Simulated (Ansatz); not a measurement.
We consider bcc K, described by BLYP in Ansatz (plane waves, PAW).

Run with plane-wave cutoff 520 eV, 16×16×16 k mesh, Fermi–Dirac smearing 0.05 eV, scalar-relativistic PAW data made under PBE.

Cell (relaxed at this level):

```
CELL_PARAMETERS angstrom
     -2.66413     2.66413     2.66413
      2.66413    -2.66413     2.66413
      2.66413     2.66413    -2.66413
ATOMIC_POSITIONS crystal
  K  0.00000 0.00000 0.00000
```

### Question
Predict the bulk modulus B0 and pressure derivative B′ of the bulk modulus.

### Answer

- bulk modulus B0: 3.16 GPa
- pressure derivative B′ of the bulk modulus: 4.0

The run finds no gap.

Measured, for comparison: bulk modulus 3.75 GPa (corrected for temperature and zero-point phonon effects; as tabulated in Levämäki et al. (2014), arXiv:1402.3671). Computed (rounded) less measured: bulk modulus -16 %.

The computed numbers hold no vibrational or temperature effects.

Computing time: roughly 90 core-seconds.

Ansatz is a quantum-chemistry and plane-wave program.
